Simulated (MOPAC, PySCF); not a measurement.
Complex: C2H4 (SMILES C=C) (first 6 atoms) with C2H4 (SMILES C=C); geometry from A24 set.
(charge 0, multiplicity 1):
| atom | x (Å) | y (Å) | z (Å) |
|---|---|---|---|
| H | 0.9244 | -1.2317 | -1.9062 |
| H | -0.9244 | -1.2317 | -1.9062 |
| H | -0.9244 | 1.2317 | -1.9062 |
| H | 0.9244 | 1.2317 | -1.9062 |
| C | 0.0000 | 0.6673 | -1.9056 |
| C | 0.0000 | -0.6673 | -1.9056 |
| H | 0.0000 | 1.2334 | 2.8293 |
| H | 0.0000 | 1.2255 | 0.9778 |
| H | 0.0000 | -1.2255 | 0.9778 |
| H | 0.0000 | -1.2334 | 2.8293 |
| C | 0.0000 | -0.6671 | 1.9060 |
| C | 0.0000 | 0.6671 | 1.9060 |

Monomers are frozen at their geometry in the pair; levels with a basis set take the counterpoise correction. Rows marked so take none.

Rows in 6-31G*, STO-3G carry no dispersion term and start afresh at each structure (6-31G* with six Cartesian d functions). The state that PM7 reach isn't checked; PM7 holds dispersion and hydrogen-bond terms.

Programs: MOPAC for PM7 (differences of heats of formation); PySCF for 6-31G* rows, STO-3G rows. 

### Question
One of these levels gives 0.16 kcal/mol for the interaction energy. Which one is it?
A) HF/STO-3G (no counterpoise)
B) PM7
C) B3LYP/6-31G* (no counterpoise)

### Answer
A, HF/STO-3G (no counterpoise). The others give -1.15 (PM7), -0.49 (B3LYP/6-31G* (no counterpoise))
